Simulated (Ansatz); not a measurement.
# C2H6N: the cost of one run

Computed with Ansatz 0.2.0 (the levels named in each step, unless a step's input says otherwise).

**1. Starting point**

Bond lengths: C1–N2 1.264 Å, N2–C3 1.428 Å, C1–H4 1.085 Å, C1–H5 1.083 Å, N2–H6 1.025 Å, C3–H7 1.089 Å, C3–H8 1.089 Å, C3–H9 1.096 Å. Angles: C1–N2–C3 126.4°, C1–N2–H6 119.5°, C3–N2–H6 114.1°, N2–C1–H4 120.6°, N2–C1–H5 121.4°, H4–C1–H5 118.0°, N2–C3–H7 109.7°, N2–C3–H8 111.5°, N2–C3–H9 109.6°, H7–C3–H8 109.5°, H7–C3–H9 106.9°, H8–C3–H9 109.4°.

Structure file:

```xyz
9

C     1.1668    0.2303   -0.2625
N     0.1369   -0.2506    0.2908
C    -1.2194    0.0385   -0.0488
H     1.0744    0.9367   -1.0809
H     2.1624   -0.0464    0.0610
H     0.2421   -0.9175    1.0620
H    -1.7415    0.4308    0.8232
H    -1.2822    0.7567   -0.8645
H    -1.7308   -0.8869   -0.3373
```

**2. A rough first relaxation, PBE-D4/def2-SVP**

Contents of input.yaml:

```yaml
crystal:
  periodic: [false, false, false]
  atoms:
    - { symbol: C, position_ang: [1.16681, 0.23027, -0.2625] }
    - { symbol: "N", position_ang: [0.13687, -0.25057, 0.29078] }
    - { symbol: C, position_ang: [-1.21936, 0.03851, -0.0488] }
    - { symbol: H, position_ang: [1.07438, 0.93674, -1.08091] }
    - { symbol: H, position_ang: [2.16236, -0.04645, 0.061] }
    - { symbol: H, position_ang: [0.24209, -0.9175, 1.06198] }
    - { symbol: H, position_ang: [-1.74148, 0.43082, 0.82321] }
    - { symbol: H, position_ang: [-1.2822, 0.75665, -0.86454] }
    - { symbol: H, position_ang: [-1.73084, -0.88686, -0.33727] }
total_charge: 1
basis:
  gaussian: { orbitals: def2-SVP }
hamiltonian:
  xc: pbe
  dispersion: d4
relax:
  f_tol: 0.03
  max_steps: 200
```

On the command line:

```bash
$ ansatz run input.yaml --threads 4 --pin off --max-ram 10240MiB --backend cpu --events-out ev --progress --plain --runs-dir out
```

**Question.** How long does this run take on 4 threads of Arm Neoverse V1, shared host, and how much memory does it need?

About 3 s, with a peak of 0.13 GiB.
